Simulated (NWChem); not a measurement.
# hydrogen sulfide (H2S); SMILES S

Results from NWChem. Pople sets run with spherical d functions. Each level has its own optimisation. Entropies are gas-phase, rigid-rotor, harmonic values for NWChem's default masses at 298.15 K and 1 bar, so the errors hold that model's part too (torsions, anharmonicity).

Measured entropy at 1 bar: 49.2 cal/(mol K) (CRC Handbook, as tabulated in the package chemicals).

```csv
level,entropy at 1 bar (cal/(mol K)),computed − measured
Hartree-Fock/STO-3G,49.0,-0.2
Hartree-Fock/3-21G,49.2,0.0
Hartree-Fock/6-31G*,49.0,-0.2
B3LYP/6-31G*,49.2,0.0
"LDA (Slater exchange, VWN5)/def2-SVP",49.2,0.0
PBE/def2-SVP,49.2,0.0
BLYP/def2-SVP,49.2,0.0
PBE0/def2-SVP,49.2,0.0
```
